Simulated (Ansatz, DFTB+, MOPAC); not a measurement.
Reaction (SMILES): c1ccoc1 + 4 C (CH4) + O (H2O) -> 2 C=C (C2H4) [ethene] + CC (C2H6) [ethane] + 2 CO (CH4O)

Wanted: bond separation energy (enthalpy at 298 K), in kcal/mol. Terms: 6-311+G** with 5d; spin-orbit terms left out; non-relativistic; PM7 with its own dispersion and hydrogen-bond terms; frozen cores in correlated levels; SCC-DFTB with the Slater-Koster set that CP2K ships; 6-31G* and kin with 6d, 5d where marked; LANL2DZ all-electron up to Ne; no dispersion term unless named. First-principles and DFTB rows: single points at B3LYP-D3(BJ) geometries (Ansatz, a program for electronic structure), with unscaled harmonic terms from B3LYP/6-31G* (Ansatz) at its own minima. Semi-empirical rows: MOPAC heats of formation at their own minima for 298 K. The Hartree-Fock reference of c1ccoc1 is unstable towards a lower, spin-broken solution.

Measured values: Active Thermochemical Tables 1.112 (ions: stationary electron), as tabulated in the package chemicals; G2/97 table in ASE (Curtiss et al.); they hold spin-orbit and core effects, anharmonicity. 

Value to compare with, the measured value: 46.5 kcal/mol.

```tsv
level	program	bond separation energy (enthalpy at 298 K) (kcal/mol)	error
PM6	MOPAC	30.7	-15.8
PM7	MOPAC	32.7	-13.8
MNDO	MOPAC	13.7	-32.8
SCC-DFTB	DFTB+	50.4	3.9
SVWN5/6-31G*	Ansatz	55.9	9.4
PBE/LANL2DZ	Ansatz	49.0	2.5
PBE/6-31G*	Ansatz	51.3	4.8
PBE/6-311+G**	Ansatz	48.8	2.3
B3LYP/LANL2DZ	Ansatz	44.6	-1.9
B3LYP/6-31G*	Ansatz	46.8	0.3
B3LYP/6-31+G*	Ansatz	44.9	-1.6
MP2/LANL2DZ	Ansatz	44.1	-2.4
MP2/6-311+G**	Ansatz	50.5	4.0
B3LYP-D3(BJ)/def2-TZVPD	Ansatz + dftd3	44.3	-2.2
wB97X-V/def2-TZVPD	Ansatz	44.8	-1.7
```

Among the 13 habitual levels, MNDO lies farthest from the measured value (-32.8 kcal/mol) and B3LYP/6-31G* nearest (0.3); 7 of 13 lie above it, and their mean absolute error is 7.3 kcal/mol, the median 3.9. One case shows no general order.

The levels are drawn from those run, B3LYP/6-31G* more often than the rest, none by its result; left out are runs that failed, that the program found above a lower state of the same kind, or whose <S^2> lies over 0.5 above the pure value.
